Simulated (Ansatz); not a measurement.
System: GaS (P6₃/mmc, No. 194). Method: PBEsol+SOC in Ansatz (PAW).

Numerical settings: plane-wave cutoff 520 eV, 12×12×4 k mesh (along the axes of the cell as run), Fermi–Dirac smearing 0.01 eV, PAW data made under PBE.

Cell (measured lattice):

```cif
data_Ga4S4
_chemical_formula_sum 'Ga4 S4'
_space_group_name_H-M_alt 'P63/mmc'
_space_group_IT_number 194
_space_group_name_Hall '-P 6c 2c'
_cell_length_a 3.58500
_cell_length_b 3.58500
_cell_length_c 15.50000
_cell_angle_alpha 90.000
_cell_angle_beta 90.000
_cell_angle_gamma 120.000
loop_
_atom_site_label
_atom_site_type_symbol
_atom_site_symmetry_multiplicity
_atom_site_Wyckoff_symbol
_atom_site_fract_x
_atom_site_fract_y
_atom_site_fract_z
_atom_site_occupancy
Ga1 Ga 4 f 0.33333 0.66667 0.17000 1
S1 S 4 f 0.66667 0.33333 0.10000 1
```

Task: What does this level give for the band gap and smallest direct gap on the k points sampled?

Result: 
band gap: 1.46 eV (indirect)
smallest direct gap on the k points sampled: 1.54 eV

Measured, for comparison: band gap 2.5 eV (temperature not stated, not corrected to a static lattice, compiled measured gap; kind and temperature not stated; as tabulated in Kothakonda et al. (2022), arXiv:2208.02841). Computed (rounded) less measured: band gap -1.04 eV.

Note: cell and atoms aren't relaxed at this level (pressure -0.9 GPa).

The computed numbers hold no vibrational or temperature effects.

The result took very roughly 6 core-minutes.

Ansatz is an electronic-structure program.
